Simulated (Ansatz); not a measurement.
A run of Ansatz (development build ahead of 0.2.0) on doublet LiB2 at this shape:

```xyz
3

Li    0.0000    0.0000    0.0000
B     0.0000    4.0618    3.1167
B     0.0000   -4.0618    3.1167
```

Its results:

```
Converged                       : yes
Total energy                    : -56.70399 hartree
Spin squared of the determinant : 1.736
Stability test                  : minimum
```

Question: Which input gives this output? Name the method, the orbitals and the basis set, and write the input.

Answer: PBE0 (unrestricted) in pcseg-2.

```yaml
crystal:
  periodic: [false, false, false]
  atoms:
    - { symbol: Li, position_ang: [0.0, 0.0, 0.0] }
    - { symbol: B, position_ang: [0.0, 4.0618, 3.1167] }
    - { symbol: B, position_ang: [0.0, -4.0618, 3.1167] }
basis:
  gaussian: { orbitals: pcseg-2 }
magnetization:
  spin_polarized: true
  initial_magnetization: 1
hamiltonian:
  xc: pbe0
```

Caution: charge can spread falsely over distant fragments; the unrestricted determinant is a mixture of spin states.
